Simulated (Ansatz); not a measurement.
# HN–CH, quartet in cc-pVDZ: errors against UCCSDT(Q)

Geometry: displaced at random from a stationary point.

```json
{"atom": "N", "x (Å)": "0.0439", "y (Å)": "-0.1306", "z (Å)": "0.6554"}
{"atom": "C", "x (Å)": "0.0253", "y (Å)": "0.1111", "z (Å)": "-0.7401"}
{"atom": "H", "x (Å)": "-0.2969", "y (Å)": "0.7188", "z (Å)": "1.1386"}
{"atom": "H", "x (Å)": "-0.6149", "y (Å)": "-0.2276", "z (Å)": "-1.4266"}
```

Basis cc-pVDZ; Ansatz 0.2.0. Only valence electrons are correlated (noble-gas cores frozen), which leaves 11 electrons in 36 orbitals. Prefix R: restricted or restricted open-shell reference; prefix U: unrestricted. Active spaces: valence = (11e, 10o) chosen from the atoms' valence shells.

Full CI isn't at hand for all of this; UCCSDT(Q) serves as the reference, and is uncertain by about the last step of the cluster series. The frozen core follows each run's orbitals, which can shift R against U totals by a few meV.

For open shells CISD is restricted-active-space CI with the open shells as a complete middle space.

The UHF ⟨S²⟩ is 3.764 and the T1 diagnostic (RCCSD) is 0.0224. The largest doubles amplitude (RCCSD) is 0.021. The T1 diagnostic (UCCSD) is 0.0178.

```json
{"level": "RHF", "E − E(UCCSDT(Q)) (meV)": "7041", "share of correlation (%)": "0.00", "wall time": "–"}
{"level": "UHF", "E − E(UCCSDT(Q)) (meV)": "6844", "share of correlation (%)": "2.81", "wall time": "–"}
{"level": "RMP2", "E − E(UCCSDT(Q)) (meV)": "1011", "share of correlation (%)": "85.64", "wall time": "–"}
{"level": "UMP2", "E − E(UCCSDT(Q)) (meV)": "1019", "share of correlation (%)": "85.53", "wall time": "–"}
{"level": "CISD", "E − E(UCCSDT(Q)) (meV)": "566", "share of correlation (%)": "91.96", "wall time": "4.1 s"}
{"level": "RCCSD", "E − E(UCCSDT(Q)) (meV)": "181", "share of correlation (%)": "97.43", "wall time": "–"}
{"level": "UCCSD", "E − E(UCCSDT(Q)) (meV)": "177", "share of correlation (%)": "97.48", "wall time": "–"}
{"level": "RCCSD(T)", "E − E(UCCSDT(Q)) (meV)": "31", "share of correlation (%)": "99.55", "wall time": "1 s"}
{"level": "UCCSD(T)", "E − E(UCCSDT(Q)) (meV)": "30", "share of correlation (%)": "99.57", "wall time": "0.99 s"}
{"level": "BCCD(T)", "E − E(UCCSDT(Q)) (meV)": "32", "share of correlation (%)": "99.55", "wall time": "1.3 s"}
{"level": "RCCSDT", "E − E(UCCSDT(Q)) (meV)": "12", "share of correlation (%)": "99.84", "wall time": "–"}
{"level": "UCCSDT", "E − E(UCCSDT(Q)) (meV)": "10", "share of correlation (%)": "99.86", "wall time": "–"}
{"level": "RCCSDT(Q)", "E − E(UCCSDT(Q)) (meV)": "2", "share of correlation (%)": "99.97", "wall time": "31 s"}
{"level": "CASSCF (valence space)", "E − E(UCCSDT(Q)) (meV)": "5074", "share of correlation (%)": "27.94", "wall time": "–"}
{"level": "NEVPT2 (valence space)", "E − E(UCCSDT(Q)) (meV)": "966", "share of correlation (%)": "86.29", "wall time": "3.2 s"}
{"level": "NEVPT4(SD) (valence space)", "E − E(UCCSDT(Q)) (meV)": "95", "share of correlation (%)": "98.65", "wall time": "7 s"}
{"level": "MRCISD (valence space)", "E − E(UCCSDT(Q)) (meV)": "310", "share of correlation (%)": "95.59", "wall time": "–"}
{"level": "MRCISD+Q (valence space)", "E − E(UCCSDT(Q)) (meV)": "32", "share of correlation (%)": "99.54", "wall time": "10 s"}
```

The correlation energy at UCCSDT(Q), counted from RHF, is -7.041 eV. That run took 28 s on 1 thread of Arm Neoverse V1, shared host.

Times hold each run's SCF and search for its determinant on a shared host, so for small cases they say little of a method's own cost; they ran on 1 thread of Arm Neoverse V1.

Natural occupations of CASSCF (valence space) about the gap: 1.984 1.977 1.973 1.004 1.001 0.999 0.027 0.026 0.015; effectively unpaired electrons, Σ n²(2−n)², 3.01.
